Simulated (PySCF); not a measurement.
# Phosphorus: a sound run and one with changed settings

Sound run: P [Ne] 3s2 3p3, P⁺ [Ne] 3s2 3p2. Calculation: PySCF 2.14, in pcseg-2; the non-relativistic Hamiltonian (point nucleus). In the sound run the correlated levels freeze [Ne]. The sound run starts from symmetry-adapted Hartree-Fock orbitals and uses a fine grid where one is needed.

Changed run: basis STO-3G. This setting is unsound on purpose.

```json
{"species": "P", "method": "UHF", "sound run (hartree)": "-340.70921", "changed run (hartree)": "-336.86877", "converged": "yes"}
{"species": "P", "method": "MN15", "sound run (hartree)": "-341.17336", "changed run (hartree)": "-336.41712", "converged": "yes"}
{"species": "P", "method": "B3LYP", "sound run (hartree)": "-341.28896", "changed run (hartree)": "-337.35851", "converged": "yes"}
{"species": "P", "method": "MP2", "sound run (hartree)": "-340.78445", "changed run (hartree)": "-336.86877", "converged": "yes"}
{"species": "P⁺", "method": "UHF", "sound run (hartree)": "-340.34439", "changed run (hartree)": "-336.62453", "converged": "yes"}
{"species": "P⁺", "method": "MN15", "sound run (hartree)": "-340.78823", "changed run (hartree)": "-336.14948", "converged": "yes"}
{"species": "P⁺", "method": "B3LYP", "sound run (hartree)": "-340.90694", "changed run (hartree)": "-337.09425", "converged": "yes"}
{"species": "P⁺", "method": "MP2", "sound run (hartree)": "-340.40357", "changed run (hartree)": "-336.63238", "converged": "yes"}
{"species": "P⁺", "method": "CCSD(T)", "sound run (hartree)": "-340.42493", "changed run (hartree)": "-336.63868", "converged": "yes"}
```

Ionisation energy of P:

```
 method  sound run (eV)  changed run (eV)
    UHF           9.927             6.646
   MN15          10.480             7.283
  B3LYP          10.395             7.191
    MP2          10.364             6.433
SCS-MP2          10.219             6.390
```

A minimal basis cannot let orbitals breathe on ionisation and holds almost no correlation.

For comparison, NIST gives 10.487 eV between the lowest levels.
